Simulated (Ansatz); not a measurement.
CH3AlO (`[CH3][Al]=[O]`): the same geometry under several functionals.

```yaml
crystal:
  periodic: [false, false, false]
  atoms:
    - {symbol: C, position_ang: [-0.412544, 0.498190, -0.315372]}
    - {symbol: Al, position_ang: [0.696663, -0.841355, 0.532489]}
    - {symbol: O, position_ang: [1.611684, -1.946263, 1.232051]}
    - {symbol: H, position_ang: [0.065186, 1.479067, -0.263906]}
    - {symbol: H, position_ang: [-1.383563, 0.560921, 0.180794]}
    - {symbol: H, position_ang: [-0.577417, 0.249449, -1.366054]}
basis:
  gaussian: {orbitals: def2-TZVPP}
hamiltonian: {xc: {name: BLYP}, dispersion: d4}
output: {orbitals: {seedname: orbitals}}
```

```sh
$ ansatz run in.yaml --threads 2 --pin off --events-out ev --progress --plain
```

Output, abridged:

```
Functional definition: BLYP
777 factors; their error is unknown
mean field evaluation 1: about -9707.4791 eV, gradient 1.1e2 eV
mean field evaluation 2: about -9515.4601 eV, gradient 2.0e2 eV
mean field evaluation 4: about -9722.7966 eV, gradient 5.9e1 eV
mean field evaluation 8: about -9730.8565 eV, gradient 3.8e0 eV
mean field evaluation 16: about -9730.8691 eV, gradient 3.6e-4 eV
mean field -9730.86914803 eV, -357.6028453701 hartree, gradient 6.3e-5 eV, S^2 0.000000; 0 other end points of the search recorded, 0 dependent functions left out
reference -9730.86945500 eV, -357.6028566509 hartree; 15, 15 occupied and 131, 131 virtual orbitals, 777 factors
Total energy: -9731.05375996 eV, -357.6096297335 hartree
```

Hardware: 2 threads of a server CPU on a shared host. Wall time 0.45 s, peak host memory 0.15 GiB.

With the line `hamiltonian: {xc: {name: revPBE}, dispersion: d4}` (abridged; 0.45 s):

```
Functional definition: revPBE
mean field evaluation 16: about -9729.0336 eV, gradient 1.5e-3 eV
mean field -9729.03359134 eV, -357.5353899058 hartree, gradient 8.1e-5 eV, S^2 0.000000
Total energy: -9729.28765823 eV, -357.5447266918 hartree
```

With the line `hamiltonian: {xc: {name: BHLYP}, dispersion: d4}` (abridged; 0.55 s):

```
Functional definition: BHLYP
mean field evaluation 16: about -9729.4338 eV, gradient 2.1e-5 eV
mean field -9729.43376987 eV, -357.5500961956 hartree, gradient 2.1e-5 eV, S^2 0.000000
Total energy: -9729.54168433 eV, -357.5540619789 hartree
```

With the line `hamiltonian: {xc: lda}` (abridged; 0.35 s):

```
Functional definition: SPW92
mean field evaluation 16: about -9677.8120 eV, gradient 1.3e-3 eV
mean field -9677.81198363 eV, -355.6530305418 hartree, gradient 9.6e-6 eV, S^2 0.000000
Total energy: -9677.81201959 eV, -355.6530318634 hartree
```

The same input with `hamiltonian: {xc: {name: B97M-V}}` (abridged; 1.4 s):

```
Functional definition: B97M-V
mean field evaluation 16: about -9729.0483 eV, gradient 1.6e-4 eV
mean field -9729.04828564 eV, -357.5359299113 hartree, gradient 1.8e-5 eV, S^2 0.000000
Total energy: -9729.04834281 eV, -357.5359320125 hartree
```

Changing it to `hamiltonian: {xc: {name: B3LYP}, dispersion: d4}` and forces (abridged; 0.75 s):

```
Functional definition: B3LYP
mean field evaluation 16: about -9732.0549 eV, gradient 4.2e-3 eV
mean field -9732.05493897 eV, -357.6464223835 hartree, gradient 4.8e-5 eV, S^2 0.000000
Total energy: -9732.19039467 eV, -357.6514002885 hartree
Atom 0 force    -0.077086     0.093084    -0.058895 eV/Å
Atom 1 force    -0.023473     0.028457    -0.017858 eV/Å
Atom 2 force     0.079664    -0.096267     0.060844 eV/Å
Atom 3 force    -0.031285    -0.047699    -0.006712 eV/Å
Atom 4 force     0.048197     0.002680    -0.031102 eV/Å
Atom 5 force     0.003983     0.019744     0.053722 eV/Å
Dipole moment:    -0.680958     0.822265    -0.520616 e Å
```

B3LYP takes the VWN-RPA correlation (the form of Gaussian; ORCA's B3LYP/G).
